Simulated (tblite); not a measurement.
Species: C4H8O (charge +1 and doublet state).
Geometry (GFN2-xTB, Å), atoms numbered from 1 in this order:
```
atom  x, y, z in Å
C1     1.607    0.693   -0.119
C2     1.090   -0.350    0.513
C3    -0.151   -1.063    0.073
C4    -1.258    0.008   -0.041
O5    -1.034    0.820   -1.129
H6     1.020    1.239   -0.859
H7     2.618    1.047    0.025
H8     1.544   -0.733    1.424
H9    -0.002   -1.510   -0.912
H10   -0.444   -1.833    0.782
H11   -1.385    0.570    0.894
H12   -2.180   -0.586   -0.203
H13   -1.429    1.699   -1.037
```

Calculated harmonic vibrations of the isolated species, GFN2-xTB (tblite), most abundant isotopes, no scaling. The method is semi-empirical: single wavenumbers can be off by several per cent or more. One conformer, not necessarily the lowest. Open shells enter through the occupations alone, without spin polarisation, and single modes of such species can be off by tens of per cent.

Harmonic wavenumbers (cm⁻¹): 107.9, 157.2, 258.2, 361.6, 384.6, 466.8, 599.9, 783.3, 844.9, 878.1, 905.7, 939.4, 970.6, 1031.8, 1093.5, 1112.9, 1164.0, 1175.5, 1204.4, 1239.9, 1273.3, 1290.1, 1369.7, 1418.0, 1530.0, 2758.3, 2912.4, 2925.3, 2983.4, 2997.9, 3045.0, 3065.4, 3451.4.

A = 8052, B = 4286, C = 3081 MHz; mass 72.058 u (most abundant isotopes); point group C1, symmetry number 1; spin multiplicity 2.

**Question.** Zero-point energy?

**Answer.** ½Σν̃ = 23350 cm⁻¹ = 66.76 kcal/mol.

**Question.** Give the ideal-gas entropy at 298.15 K and 1 bar in the rigid-rotor, harmonic-oscillator model (classical rotation).

**Answer.** Translation 38.77, rotation 25.52, vibration 12.29, spin (R ln 2) 1.38: S = 77.9 cal/(mol K).

**Question.** And Cp and H(298.15 K) − H(0)?

**Answer.** Cp = 24.42 cal/(mol K), of which vibrations give 16.47 (their classical limit is 33 R = 65.6); H(298.15 K) − H(0) = 4.54 kcal/mol without the zero-point energy, 2.17 from vibrations.

**Question.** How do the functions run with temperature in this model?

**Answer.** 
```tsv
T (K)	S (cal/(mol K))	Cp (cal/(mol K))	H − H(0) (kcal/mol)	G − H(0) (kcal/mol)	ln q(vib)
100	59.4	12.3	0.96	-4.98	0.38
200	69.6	17.9	2.47	-11.46	1.38
300	78.1	24.5	4.58	-18.85	2.55
500	93.7	37.1	10.81	-36.06	5.18
800	114.1	49.1	23.92	-67.32	9.36
1000	125.6	54.4	34.30	-91.31	12.07
```

q(vib) and H(0) count from the zero-point level.

**Question.** Which modes carry the vibrational entropy at 298.15 K?

**Answer.** 107.9 cm⁻¹: 3.31; 157.2 cm⁻¹: 2.58; 258.2 cm⁻¹: 1.67; 361.6 cm⁻¹: 1.12; 384.6 cm⁻¹: 1.02; 466.8 cm⁻¹: 0.75 cal/(mol K); the other 27 give 1.84 together.

Hindered rotation and anharmonicity are outside this model. Other conformers, if any are populated, would add a mixing term that is left out. The structure is chiral; the term R ln 2 for an equal mix with its mirror image is left out.
